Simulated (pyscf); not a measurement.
## Four-centre exchange: AsH₃ + HO–GaH₂ → HO–AsH₂ + GaH₃

Gas phase, singlet surface, charge 0. Bonds broken: As1–H2, O5–Ga6. Bonds formed: As1–O5, H2–Ga6. Structures and frequencies: ωB97X-D3(BJ)/def2-SVP in PySCF.

Transition state (Å):

```xyz
9

As     0.1827    -0.0902    -1.1171
H      0.9380     0.3610     0.4465
H      0.6128     1.3642    -1.3719
H     -1.2040     0.2663    -1.6945
O     -1.1040    -0.6955     0.4437
Ga    -0.1520     0.3313     1.7802
H     -2.0388    -0.5228     0.2707
H      0.4555    -0.5607     2.9078
H     -0.8148     1.7406     1.9438
```

One imaginary mode, 545i cm⁻¹; descent along it reached the two sides named, in the forms told below.

| bond | change | reactant side (Å) | saddle | product side |
|---|---|---|---|---|
| As1–H2 | breaks | 1.527 | 1.794 | 2.9 |
| O5–Ga6 | breaks | 1.796 | 1.936 | 2.123 |
| As1–O5 | forms | 3.2 | 2.111 | 1.845 |
| H2–Ga6 | forms | 2.462 | 1.723 | 1.588 |

Electronic energies relative to the separated reactants (kcal/mol):

| level | barrier | reaction energy | reverse barrier |
|---|---|---|---|
| ωB97X-D3(BJ)/def2-TZVP | 25.5 | +24.5 | 1.0 |
| PBE/def2-TZVP | 25.5 | +25.2 | 0.3 |
| r²SCAN/def2-TZVP | 26.0 | +26.5 | -0.5 |
| B3LYP-D3(BJ)/def2-TZVP | 27.4 | +24.8 | 2.6 |
| PBE0-D3(BJ)/def2-TZVP | 25.8 | +25.1 | 0.7 |
| M06-2X/def2-TZVP | 26.2 | +26.2 | 0.0 |
| ωB97M-D3(BJ)/def2-TZVP | 29.1 | +24.4 | 4.8 |
| HF/def2-TZVP | 41.7 | +23.8 | 17.9 |

With ωB97M-D3(BJ)/def2-TZVP energies and thermal terms (ideal gas, 1 atm, RRHO with modes under 100 cm⁻¹ raised to 100, one conformer, R ln 2 for chiral ones without a mode under 150 cm⁻¹), in kcal/mol:

```json
[
 {"T (K)": "298", "ΔH‡": "29.7", "ΔG‡": "41.0", "ΔH": "+23.8", "ΔG": "+24.2"},
 {"T (K)": "600", "ΔH‡": "29.8", "ΔG‡": "52.4", "ΔH": "+23.8", "ΔG": "+24.6"},
 {"T (K)": "900", "ΔH‡": "30.4", "ΔG‡": "63.6", "ΔH": "+23.9", "ΔG": "+25.1"},
 {"T (K)": "1200", "ΔH‡": "31.0", "ΔG‡": "74.6", "ΔH": "+23.9", "ΔG": "+25.4"}
]
```

On the product side the descent ends in an adduct with a Ga–O contact, 18.2 kcal/mol under the separated species and 19.2 kcal/mol under the saddle at ωB97X-D3(BJ)/def2-TZVP. At r²SCAN the saddle lies under the separated products, which points to a path from their complex (located at ωB97X-D3(BJ) alone), and parting the products costs more than the saddle. What is counted as broken (Ga–O) persists as a longer contact in the product adduct; parting that adduct is a step of its own. The same reactants have a lower exit, to H₂Ga–AsH₂ + H₂O (barrier +15.9 kcal/mol at ωB97M-D3(BJ)/def2-TZVP, against +29.1 kcal/mol here). This is the saddle that the search found; another between the same sides may lie lower. Elements up to Kr have no core potential and no relativistic terms here.
